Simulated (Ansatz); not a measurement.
Two isomers of C3H3F3: A = `F/C=C(\F)CF`, B = `FCC=C(F)F`.

Program: Ansatz. Geometries: PBE0-D4/def2-TZVP. ΔE: electronic, gas phase. CBS: MP2 limit from def2 TZ/QZ plus the TZ coupled-cluster correction, frozen cores. DFT in def2-TZVPP. One conformer a species, not always the lowest.

Problem. Which is lower in electronic energy at CCSD(T)/CBS, and by how much? (An estimate is asked.)

Solution. Ansatz gave: B, by 34.1 kJ/mol.

Problem. Give E(B) − E(A) in kJ/mol with B2PLYP, LDA (SPW92), r2SCAN-D4, PBE-D4, ωB97M-V, CCSD(T)/def2-SVP, BLYP-D4. (An estimate is asked.)

Solution. Computed: B2PLYP -36.2, LDA (SPW92) -41.7, r2SCAN-D4 -39.7, PBE-D4 -38.2, ωB97M-V -36.9, CCSD(T)/def2-SVP -38.2, BLYP-D4 -33.7. None reverses the order clearly.

Problem. Does the order hold for the free energy at 298.15 K (harmonic terms from PBE0-D4)? (Best estimate.)

Solution. Ansatz gave: Yes: G(B) − G(A) = -33.8 kJ/mol, for one conformer each.

Largest T1 diagnostic: 0.012.

Leaving LDA and LC-ωPBE aside and taking each functional with its dispersion term where it has one, the values spread over 6.1 kJ/mol, from r2SCAN-D4 to BLYP-D4. LDA lies −3.4 kJ/mol from PBE without D4. At CCSD(T), def2-SVP lies −4.0 kJ/mol from the extrapolated value and def2-TZVPP −1.5 kJ/mol.
